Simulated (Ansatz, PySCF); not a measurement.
Molecule: ClF (charge +1, doublet). 
Geometry from a B3LYP-D3(BJ)/def2-TZVP (Ansatz, a first-principles code) optimisation:
```xyz
2

F      0.0000     0.0000    -1.0077
Cl     0.0000     0.0000     0.5335
```
Charge +1, spin multiplicity 2.

Total electronic energies in hartree. Correlated levels leave the core frozen unless marked. Open shells are spin-unrestricted. No spin-orbit coupling. Non-relativistic. CBS(X,Y): correlation extrapolated as X^-3; Hartree-Fock from the larger set (for Q and 5 zeta extrapolated as (X+1)exp(-9√X)). The bracket is a focal-point correction in the basis named. The program attaches cautions to a run behind CCSD(T)/STO-3G: other roots.

```json
[
 {"level": "RI-HF/aug-cc-pV(Q+d)Z", "program": "Ansatz", "energy (Eh)": "-558.48612"},
 {"level": "RI-HF/def2-QZVPP", "program": "Ansatz", "energy (Eh)": "-558.48812"},
 {"level": "BLYP/def2-TZVPD", "program": "Ansatz", "energy (Eh)": "-559.56732"},
 {"level": "MN15-D3(BJ)/def2-TZVPD", "program": "PySCF + dftd3", "energy (Eh)": "-559.37592"},
 {"level": "RPA@PBE/cc-pV(Q+d)Z", "program": "Ansatz", "energy (Eh)": "-559.20182"},
 {"level": "RI-MP2/cc-pV(Q+d)Z", "program": "Ansatz", "energy (Eh)": "-558.93910"},
 {"level": "RI-MP2/CBS(def2-TZVPP,def2-QZVPP)", "program": "Ansatz", "energy (Eh)": "-558.9694"},
 {"level": "CCSD/aug-cc-pV(Q+d)Z", "program": "Ansatz", "energy (Eh)": "-558.96125"},
 {"level": "CCSD(T)/STO-3G", "program": "Ansatz", "energy (Eh)": "-552.18769"},
 {"level": "CCSD(T)/def2-SVPD", "program": "Ansatz", "energy (Eh)": "-558.52812"},
 {"level": "CCSD(T)/cc-pV(Q+d)Z", "program": "Ansatz", "energy (Eh)": "-558.97723"},
 {"level": "RI-MP2/CBS(aug-cc-pV(T+d)Z,aug-cc-pV(Q+d)Z)+[CCSD(T)-MP2]/aug-cc-pV(D+d)Z", "program": "Ansatz", "energy (Eh)": "-559.0002"},
 {"level": "RI-MP2/CBS(def2-TZVPP,def2-QZVPP)+[CCSD(T)-MP2]/def2-QZVPP", "program": "Ansatz", "energy (Eh)": "-559.0073"},
 {"level": "RI-MP2/CBS(def2-TZVPPD,def2-QZVPPD)+[CCSD(T)-MP2]/def2-QZVPPD", "program": "Ansatz", "energy (Eh)": "-559.0065"},
 {"level": "CCSD(T)/CBS(cc-pV(Q+d)Z,cc-pV(5+d)Z)", "program": "Ansatz", "energy (Eh)": "-559.0089"}
]
```

Totals of different functionals don't rank their quality; only differences between species are comparable.
